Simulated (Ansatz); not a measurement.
The same path of CH$_{3}$SSi (6 atoms, charge 0, multiplicity 2) was run twice with different band settings.

These are results of UKS B3LYP-D4/def2-SVP in Ansatz, not measurements.

Relaxed end points:

```xyz
6
Properties=species:S:1:pos:R:3
Si -0.829 0.375 -0.782
C 0.185 -0.377 0.340
S 1.026 -0.452 1.786
H -1.542 -0.418 -1.810
H -1.055 1.843 -0.889
H 2.214 -0.971 1.354
```

```xyz
6
Properties=species:S:1:pos:R:3
Si -0.812 0.381 -0.798
C 0.426 -0.303 0.124
S 1.782 -0.248 1.106
H -1.521 -0.417 -1.825
H -1.322 1.772 -0.652
H 1.447 -1.185 2.044
```

Common settings: climbing image yes; spring 5.0 eV/Å²; optimiser quadratic models (default); start path through a guess of the saddle point; force threshold 0.05 eV/Å; end points relaxed.

| run | movable images | iteration limit |
| --- | --- | --- |
| 1 | 9 | 47 |
| 2 | 2 | 60 |

Q: What does each run give, and how far can it be trusted?

A: Run 1: converged after 17 iterations, highest image 0.260 eV above the first end. A vibrational analysis at the climbing image gives one clearly imaginary mode, 598i cm⁻¹: a first-order saddle point.
Run 2: converged after 25 iterations, highest image 0.260 eV above the first end. Another band between the same ends (9 images) ends at a top of the same energy, where a vibrational analysis finds 1 clearly imaginary mode. So few images can step over the top or miss a turn of the path.
